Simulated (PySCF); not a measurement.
Molecule: SMILES C1C(C(=O)Cl)C1, C$_{4}$H$_{5}$ClO.

Structure with atom numbers: `[O:1]=[C:2]([Cl:3])[CH:4]1[CH2:5][CH2:6]1`. Each H is labelled by its parent atom. Ha(C5), Ha(C6) are cis to C2 on the ring; Hb(C5), Hb(C6) are trans to C2 on the ring.

Geometry PBE0-D3(BJ)/def2-SVP throughout; GIAO in PySCF, gas phase, one conformer, non-relativistic; equivalent atoms averaged; basis pcSseg-2.

Task: How do the absolute shieldings σ depend on the functional? (ppm; last column core-seconds on 1 thread of an Intel Xeon Platinum 8259CL, shared host; the GGAs took longer than the global hybrids here, which isn't the general rule, and the cause wasn't traced)

Result: 
| functional | kind | O1 | C2 | C4 | C5/C6 | Cl3 | H(C4) | Ha(C5)/Ha(C6) | Hb(C5)/Hb(C6) | core-s |
| --- | --- | --- | --- | --- | --- | --- | --- | --- | --- | --- |
| KT2 | GGA | -201.4 | 3.2 | 157.3 | 169.1 | 575.6 | 29.35 | 29.74 | 30.12 | 95 |
| KT3 | GGA | -195.5 | 3.7 | 156.6 | 167.9 | 576.8 | 29.52 | 29.87 | 30.28 | 100 |
| B97-D | GGA | -207.6 | -5.3 | 152.4 | 164.0 | 542.4 | 29.57 | 29.87 | 30.31 | 91 |
| B3LYP | global hybrid | -240.1 | -11.8 | 152.9 | 165.7 | 542.0 | 29.59 | 29.91 | 30.34 | 56 |
| PBE0 | global hybrid | -239.0 | -4.7 | 158.2 | 171.0 | 566.3 | 29.42 | 29.78 | 30.21 | 65 |
| mPW1PW91 | global hybrid | -240.2 | -5.7 | 157.4 | 170.2 | 562.6 | 29.48 | 29.82 | 30.26 | 60 |

Task: Which nucleus moves most, in ppm?

Result: O1 (carbonyl oxygen): from -240.2 ppm with mPW1PW91 to -195.5 ppm with KT3. The smallest spread is 0.17 ppm, at Ha(C5)/Ha(C6). Proton shifts span only some 12 ppm, so a few tenths of a ppm matter as much there as several ppm in carbon.
